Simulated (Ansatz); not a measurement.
# Al2C (triplet): the correlation ladder, cc-pVTZ

The task here is to estimate one member of a computed series from the others.

Program: Ansatz 0.2.0, Gaussian basis. Level of theory: cc-pVTZ, core rule «outside noble gas», up to 11 orbitals frozen. These are calculated values, not measurements.

To be run: UHF; CCSD(T) on ROHF; CCSD(T) on UHF; BCCD(T) on ROHF; CCSDT(Q) on ROHF; CCSDT(Q) on UHF; CASSCF and NEVPT2, 10 electrons in 12 orbitals.

6 further runs of the same task are left out: 6 set aside as unsound or not needed.

### What is computed

The geometry is a PBE0/def2-TZVP stationary point (not a proven minimum).

3 atoms, charge 0, spin multiplicity 3.

Atoms are counted from 1 here; the program's logs count them from 0.

Bond lengths: Al1–Al2 2.681 Å, Al2–C3 1.896 Å. Angles: Al1–Al2–C3 180.0°.

Set-up of the first run:

File in.yaml:

```yaml
crystal:
  periodic: [false, false, false]
  atoms:
    - {symbol: Al, position_ang: [0.000000, 0.000000, 2.419367]}
    - {symbol: Al, position_ang: [0.000000, 0.000000, -0.261933]}
    - {symbol: C, position_ang: [0.000000, 0.000000, -2.157433]}
basis:
  gaussian: {orbitals: cc-pVTZ}
magnetization: {spin_polarized: true, initial_magnetization: 2}
hamiltonian: {xc: hf}
output: {orbitals: {seedname: orbitals}}
```

On the command line:

```console
$ ansatz run in.yaml --threads 1 --pin off --events-out ev --progress --plain --max-ram 4096MiB --backend cpu
```

Steps of the session up to this table: UHF; CCSD(T) on ROHF; CCSD(T) on UHF; BCCD(T) on ROHF; CCSDT(Q) on ROHF; CCSDT(Q) on UHF; CASSCF and NEVPT2, 10 electrons in 12 orbitals.

One table of the session follows, with a row left open; its other results are not shown here.

```
        method  from RCCSDT(Q) (kJ/mol)
           UHF                   +638.4
          RMP2                   +186.9
          UMP2                   +171.0
         RCCSD                    +69.1
         UCCSD                    +54.2
      RCCSD(T)                    +16.8
      UCCSD(T)                    +19.4
       BCCD(T)                    +18.2
        RCCSDT                     +9.5
        UCCSDT                     +6.5
     RCCSDT(Q)                        0
     UCCSDT(Q)                     +0.9
CASSCF valence                        ?
NEVPT2 valence                   +107.0
```

Estimate the missing values for CASSCF valence.

As computed: from RCCSDT(Q) (kJ/mol): +429.1. In the column «from RCCSDT(Q) (kJ/mol)» it lies between RMP2 (+186.9) and UHF (+638.4).

Some runs used a GPU and others CPU threads alone; cost is compared among the GPU runs only.

Among the levels timed on like hardware and quicker than the yardstick, those that no quicker one beats, quickest first: NEVPT2 valence (16 s, +107.0 kJ/mol); UCCSD(T) (35 s, +19.4 kJ/mol); BCCD(T) (38 s, +18.2 kJ/mol).

Limits of these values: The determinant is far from a pure spin state, so its energy mixes those of several spin states (harmless only where they are near-degenerate, as at dissociation). Left out of the table: ROHF (another determinant or state than the rows shown). Warnings: spin contamination; coupled cluster took another determinant than the lowest; large T1 diagnostic. Restricted and unrestricted rows rest on different reference determinants; where their highest levels disagree by more than a few hundredths of an eV, they describe different states and don't form one ladder.
